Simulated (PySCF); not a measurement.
Species: C4H3OS (charge -1).
SMILES: `[S-]c1ccco1`

The closed-shell ground state was solved at several levels (PySCF, density fitting, gas phase, non-relativistic). Isolated species at its PBE0-D3(BJ)/def2-SVP geometry, gas phase. Where the HOMO energy is positive, the finite basis confines the outermost electrons. No diffuse functions stand in pcSseg-1 and pcSseg-2, which bears on an anion's orbital energies.

```csv
level,basis functions,total energy (Eh),HOMO (eV),LUMO (eV),gap (eV)
B97-2/pcSseg-2,265,-627.7166,0.04,4.26,4.22
PBE0/def2-SVPD,154,-626.9985,-0.29,4.32,4.61
```

(1) Estimate the row for PBE0/pcSseg-1, a basis of 124 functions; the other rows only guide the guess.

(2) Over all these levels, which gives the widest orbital gap and which the narrowest?

## Answers

(1) Total energy -627.2233 Eh, HOMO 0.05 eV, LUMO 5.21 eV, gap 5.16 eV.

(2) PBE0/pcSseg-1 (global hybrid, 25 % exact exchange) has the widest, 5.16 eV, and B97-2/pcSseg-2 (global hybrid, 21 % exact exchange) the narrowest, 4.22 eV. Functional and basis both differ between the two, so the spread mixes both effects.
